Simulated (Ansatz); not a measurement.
**N₂F−: molecular dynamics**

Aim: follow the atoms for 40 steps of 0.5 fs with a Langevin thermostat, with velocities drawn for 1500 K.

Computed with Ansatz 0.2.0, Gaussian basis. Level: Hartree-Fock/6-31G.

### Step 1. The system as given

The start, a pair relaxed at PBE0-D4: SMILES `[F-].N#N`, 3 atoms, charge -1, spin multiplicity 1.

Atoms are counted from 1 here; the program's logs count them from 0.

Bond lengths: N2–N3 1.092 Å.

As a file:

```xyz
3
FN2
F    -0.0145   -0.0790   -1.8432
N     0.0945    0.5148    0.6673
N    -0.0799   -0.4357    1.1759
```

### Step 2. The run

Contents of md/in.yaml:

```yaml
crystal:
  periodic: [false, false, false]
  atoms:
    - {symbol: F, position_ang: [-0.014545, -0.078968, -1.843218]}
    - {symbol: N, position_ang: [0.094468, 0.514817, 0.667310]}
    - {symbol: N, position_ang: [-0.079924, -0.435749, 1.175908]}
basis:
  gaussian: {orbitals: 6-31G}
total_charge: -1
hamiltonian: {xc: hf}
md: {n_steps: 40, timestep: 0.5, temperature: 1500, ensemble: nvt_langevin, seed: 836, friction: 0.002, initial_velocities: maxwell_boltzmann}
```

Started as:

```bash
$ ansatz run in.yaml --threads 2 --pin off --events-out ev --progress --plain --max-ram 5222MiB
```

Q: Predict the outcome of this session. Wanted: temperature at the start; mean temperature, second half; lowest and highest potential energy, from the first frame; largest change of potential + kinetic.

The runs gave:

```
                                                 quantity              value
                                                   length  40 steps, 20.0 fs
                                 temperature at the start             1000 K
                            mean temperature, second half              708 K
lowest and highest potential energy, from the first frame      0 and 188 meV
                    largest change of potential + kinetic           77.6 meV
```

What this shows: The thermostat trades energy with the molecule, so the sum of potential and kinetic energy isn't conserved: it changes by -66 meV over the run. The mean temperature of the second half is still well below the 1500 K set. The temperature runs between 448 and 1000 K. No bond breaks or forms, judged by distance. Under Langevin the temperature counts 3N degrees of freedom, more than the drawn velocities fill, so it starts at 1000 K, not 1500 K.
